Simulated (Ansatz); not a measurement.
# C2H3F2NS: the cost of one run

Program: Ansatz 0.2.0. Level of theory: RKS PBE0/def2-SVP. These are calculated values, not measurements.

**1. The starting structure**

Bond lengths: N1–C2 1.513 Å, C2–S3 1.721 Å, C2–C4 1.511 Å, S3–C4 1.607 Å, C4–F5 1.389 Å, C4–F6 1.431 Å, N1–H7 0.976 Å, N1–H8 1.000 Å, C2–H9 1.115 Å. Angles (14 of 16 angles, heavy atoms first): N1–C2–S3 111.9°, N1–C2–C4 123.9°, S3–C2–C4 59.2°, C2–S3–C4 53.9°, C2–C4–S3 66.9°, C2–C4–F5 119.7°, C2–C4–F6 116.1°, S3–C4–F5 124.9°, S3–C4–F6 121.0°, F5–C4–F6 104.7°, N1–C2–H9 116.6°, S3–C2–H9 112.2°, C4–C2–H9 117.2°, C2–N1–H7 110.4°.

Structure file:

```xyz
9

N     0.2557   -1.4436   -0.2629
C    -0.0920   -0.1214    0.3860
S     1.2968    0.8712    0.6043
C     0.0215    1.2150   -0.3104
F     0.0295    1.2689   -1.6984
F    -0.9223    2.2151    0.0867
H     0.8313   -1.9701    0.3236
H    -0.6064   -1.9143   -0.4480
H    -0.7255   -0.1671    1.3020
```

**2. End point A**

input.yaml

```yaml
crystal:
  periodic: [false, false, false]
  atoms:
    - { symbol: "N", position_ang: [0.2557, -1.4436, -0.2629] }
    - { symbol: C, position_ang: [-0.092, -0.1214, 0.386] }
    - { symbol: S, position_ang: [1.2968, 0.8712, 0.6043] }
    - { symbol: C, position_ang: [0.0215, 1.215, -0.3104] }
    - { symbol: F, position_ang: [0.0295, 1.2689, -1.6984] }
    - { symbol: F, position_ang: [-0.9223, 2.2151, 0.0867] }
    - { symbol: H, position_ang: [0.8313, -1.9701, 0.3236] }
    - { symbol: H, position_ang: [-0.6064, -1.9143, -0.448] }
    - { symbol: H, position_ang: [-0.7255, -0.1671, 1.302] }
basis:
  gaussian: { orbitals: def2-SVP }
hamiltonian:
  xc: pbe0
relax:
  f_tol: 0.015
  max_steps: 40
```

The run is started by

```sh
$ ansatz run input.yaml --threads 2 --pin off --max-ram 3072MiB --backend cpu --events-out ev --progress --plain --runs-dir out
```

What time and memory should one allow on 2 threads of Intel Xeon at 2.80GHz (Skylake/Cascade Lake), shared host?

About 49 s, with a peak of 0.25 GiB.
